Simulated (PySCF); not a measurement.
**S: electron affinity**

S⁻ [Ne] 3s2 3p5 (2P) → S [Ne] 3s2 3p4 (3P), as a difference of total energies. Computed with PySCF 2.14 in aug-cc-pCVTZ-DK (8s7p5d3f, 75 functions), with scalar relativity by spin-free X2C-1e. Correlated levels: valence: [Ne] frozen. The calculations carry no spin-orbit coupling.

```json
{"method": "UHF", "electron affinity (eV)": "0.873"}
{"method": "MP2 (valence)", "electron affinity (eV)": "1.924"}
{"method": "SCS-MP2 (valence)", "electron affinity (eV)": "1.921"}
{"method": "CCSD (valence)", "electron affinity (eV)": "1.852"}
{"method": "CCSD(T) (valence)", "electron affinity (eV)": "1.937"}
```

How much does correlation contribute at CCSD(T) (valence)?

1.937 − (0.873) = 1.064 eV, measured against UHF.

Errors of the correlated levels include the incompleteness of this basis and the frozen core.

For comparison: 2.077 eV (measured; photodetachment measurements, as compiled on the Wikipedia data page of electron affinities).
